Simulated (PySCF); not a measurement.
Molecule: acrylonitrile (N#CC=C, C3H3N).

Bonds (- single, = double, # triple, : aromatic): C1=C2 1.338 Å, C2-C3 1.428 Å, C3#N4 1.160 Å. C1 carries H5, H6; C2 carries H7. H5 is cis to C3; H6 is trans to C3.

Spin–spin couplings on one PBE0-D3(BJ)/def2-SVP geometry, PySCF 2.14.0 with density-fitted response routines, gas phase, non-relativistic, equivalent pairs averaged; isotopes ¹H; functional B3LYP.

Reference values (Hz): ³J(H7,H6) = 11.8 (measured; solution (compiled); Pretsch, Buehlmann, Badertscher, Structure Determination of Organic Compounds, 4th ed., Springer 2009); ³J(H7,H5) = 17.9 (measured; solution (compiled); Pretsch, Buehlmann, Badertscher, Structure Determination of Organic Compounds, 4th ed., Springer 2009); ²J(H5,H6) = 0.9 (measured; solution (compiled); Pretsch, Buehlmann, Badertscher, Structure Determination of Organic Compounds, 4th ed., Springer 2009).

**Question.** How do the couplings (Hz) change with the basis set? Times are CPU seconds on shared hosts with different chips, so compare them loosely. Far from the basis limit: 6-31G-J, pcJ-0, 6-31G*, def2-TZVP, cc-pVTZ.

**Answer.** 
```tsv
basis set	functions	³J(H7,H6)	³J(H7,H5)	²J(H5,H6)	mean abs. error	core-s
6-31G-J	60	14.3	19.5	-1.0	1.4	3.2
pcJ-0	61	11.9	18.2	0.6	0.2	3.2
6-31G*	62	11.7	16.6	-0.8	0.5	3.2
pcJ-1	138	13.3	19.8	1.7	1.4	5.6
def2-TZVP	142	10.7	16.5	2.7	1.4	8.3
cc-pVTZ	162	10.8	16.3	2.5	1.4	9.5
aug-cc-pVTZ-J	244	14.0	20.3	2.6	2.1	18
pcJ-2	276	13.9	20.3	2.7	2.1	21
```

Errors compare magnitudes, without vibrational corrections, and the largest couplings weigh most in the mean. Closest: pcJ-0; furthest: aug-cc-pVTZ-J.

The Fermi-contact term samples the wavefunction at the nucleus, which is why sets with added tight s functions (names with J) are made for couplings. Agreement of an ordinary basis with the reference is then largely a cancellation of errors.
